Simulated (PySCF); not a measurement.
## C6H10: calculation against experiment

**What was measured.**

NIST CCCBDB Release 22 (SRD 101), experimental dipoles lists, for the gas: dipole moment 0.661 ± 0.004 D.

How close the calculation comes is told at the end.

Species: C₆H₁₀.
SMILES with atom numbers: `[CH:1]#[C:2][C:3]([CH3:4])([CH3:5])[CH3:6]` (hydrogens: H7 on C1; H8, H9, H10 on C4; H11, H12, H13 on C5; H14, H15, H16 on C6)

Structure used (GFN2-xTB), in Å, numbered top down from 1:
```
atom  x, y, z in Å
C1     0.431    2.362    1.014
C2     0.232    1.278    0.549
C3    -0.009   -0.042   -0.019
C4    -1.327   -0.591    0.540
C5    -0.096    0.082   -1.545
C6     1.152   -0.967    0.368
H7     0.605    3.313    1.423
H8    -1.277   -0.668    1.624
H9    -1.525   -1.578    0.129
H10   -2.153    0.067    0.281
H11   -0.276   -0.894   -1.990
H12    0.831    0.483   -1.948
H13   -0.909    0.749   -1.826
H14    1.229   -1.048    1.450
H15    2.093   -0.577   -0.015
H16    0.992   -1.961   -0.046
```

The PySCF runs (gas phase, on this GFN2-xTB geometry; no spin–orbit coupling):

```
              level                                                                job  basis functions  wall time
CAM-B3LYP/def2-SVPD  8 singlets by full TDDFT, 3 Tamm–Dancoff triplets, polarisability              200       24 s
```

Hardware: one thread, x86-64 server, on a shared host.

**Comparison with experiment**

**Dipole moment.** Measured: 0.661 D (NIST CCCBDB Release 22 (SRD 101), experimental dipoles).

```csv
level,computed (D),computed − measured (D),% (from the printed values)
CAM-B3LYP/def2-SVPD,0.695,+0.034,+5
```

The computed dipoles belong to one fixed geometry; measured ones are averaged over vibrations unless marked μe. Magnitudes are compared, not signs.

No measured geometry was used, and the causes of the misses weren't examined.
